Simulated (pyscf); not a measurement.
`[OH][Cd][OH]` + `[H][H]` -> `[OH][CdH]` + `[OH2]`, a four-centre exchange (singlet surface; Cd–O, H–H broken, Cd–H, H–O formed). PySCF, gas phase, ωB97X-D3(BJ)/def2-SVP geometries. Energies in kcal/mol from the separated reactants.

Small-basis levels: PySCF, no dispersion term, spherical d functions. 

Problem. Quick B3LYP/LANL2DZ single points give ΔE‡ = 14.7 kcal/mol and ΔE = +6.2 kcal/mol. What does ωB97M-D3(BJ)/def2-TZVP give, and how far is the quick result from it?

Solution. ωB97M-D3(BJ)/def2-TZVP gives ΔE‡ = 20.3 kcal/mol and ΔE = -9.2 kcal/mol. B3LYP/LANL2DZ lies 5.5 kcal/mol under it in the barrier and 15.3 kcal/mol over it in the reaction energy, so on this step it does not hold to within 3.0 kcal/mol. ωB97M-D3(BJ)/def2-TZVP has limits of its own. On the product side the descent ends in an adduct with a Cd–O contact (not fully relaxed), 12.6 kcal/mol under the separated species and 40.4 kcal/mol under the saddle at ωB97X-D3(BJ)/def2-TZVP. What is counted as broken (Cd–O) persists as a longer contact in the product adduct; parting that adduct is a step of its own. At the saddle there is also a short Cd–H contact that neither side keeps. This is the saddle that the search found; another between the same sides may lie lower. In the def2 sets elements past Kr carry core potentials, without spin-orbit coupling.
